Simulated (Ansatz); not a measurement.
Chalcopyrite CdGeAs2, treated with PBEsol (Ansatz, an electronic-structure program, PAW).

Settings: plane-wave cutoff 520 eV, 8×8×8 k mesh, scalar-relativistic PAW data made under PBE.

Cell (relaxed at this level):

```xyz
8
Lattice="-2.9712 2.9712 5.6554 2.9712 -2.9712 5.6554 2.9712 2.9712 -5.6554" Properties=species:S:1:pos:R:3 pbc="T T T"
Cd     0.0000     0.0000     0.0000
Cd     0.0000     2.9712     2.8277
Ge     0.0000     0.0000     5.6554
Ge     2.9712     0.0000     2.8277
As     1.3354     1.4856     7.0693
As     1.4856    -1.3354     4.2416
As     1.6358     1.4856     1.4139
As     1.4856     4.3067    -1.4139
```

Task: What does this level give for the elastic constant C66, Poisson ratio, Voigt–Reuss–Hill bulk modulus, elastic constant C12, elastic constant C11, elastic constant C13, elastic constant C33 and elastic constant C44?

Result: 
* **elastic constant C66**: 38.0 GPa
* **Poisson ratio**: 0.294
* **Voigt–Reuss–Hill bulk modulus**: 60.7 GPa
* **elastic constant C12**: 47.5 GPa
* **elastic constant C11**: 89.0 GPa
* **elastic constant C13**: 48.5 GPa
* **elastic constant C33**: 80.1 GPa
* **elastic constant C44**: 38.9 GPa

Measured, for comparison: elastic constant C66 40.8 GPa, elastic constant C12 59.6 GPa, elastic constant C11 94.5 GPa, elastic constant C13 59.7 GPa, elastic constant C33 83.4 GPa, elastic constant C44 42.1 GPa (temperature not stated, no zero-point or thermal correction; as tabulated in Oses et al. (2018), arXiv:1811.08464). Computed (rounded) less measured: elastic constant C66 -7 %, elastic constant C12 -20 %, elastic constant C11 -6 %, elastic constant C13 -19 %, elastic constant C33 -4 %, elastic constant C44 -8 %.

Elastic constants are with the ions relaxed.

Computed values are for the static lattice.

Cost on a shared machine: around 120 core-minutes (rough).
